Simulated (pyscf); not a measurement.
Thermochemistry of product channels of HO–SiH₂–OH + OH• on the doublet surface, in kcal/mol, from ωB97M-D3(BJ)/def2-TZVP energies (ideal gas, 1 atm, RRHO with modes under 100 cm⁻¹ raised to 100, one conformer, R ln 2 for chiral ones without a mode under 150 cm⁻¹). PySCF, gas phase, ωB97X-D3(BJ)/def2-SVP geometries.

| products | ΔE | ΔH(298 K) | ΔG(600 K) | ΔG(900 K) |
|---|---|---|---|---|
| HO–SiH•–OH + H₂ + O [triplet] | ___ | +94.0 | +76.6 | ___ |
| HO–SiH(OH)–OH + H• | -39.0 | -40.4 | -37.0 | -36.0 |
| •O–SiH(OH)–OH + H₂ | -21.9 | -24.2 | -22.3 | -21.9 |
| HO–SiH•–OH + H₂O | -21.8 | -19.7 | -23.2 | -24.7 |
| HO–Si:–OH [singlet] + H₂O + H• | +19.0 | +17.4 | +1.0 | ___ |
| HO–Si•(OH)–OH + H₂ | -44.0 | -44.7 | -43.0 | -42.7 |

**Question.** Complete the blanks.

**Answer.** 
- HO–SiH•–OH + H₂ + O [triplet], ΔE: +98.0
- HO–SiH•–OH + H₂ + O [triplet], ΔG(900 K): +67.3
- HO–Si:–OH [singlet] + H₂O + H•, ΔG(900 K): -7.4

The channel to HO–Si:–OH [singlet] + H₂O + H• turns favourable between 298 and 1200 K (ΔG from +9.4 kcal/mol to -15.7 kcal/mol).

These are energies of the channels, which say nothing of barriers. Left out: orbital degeneracy and the spin-orbit lowering of OH, O.
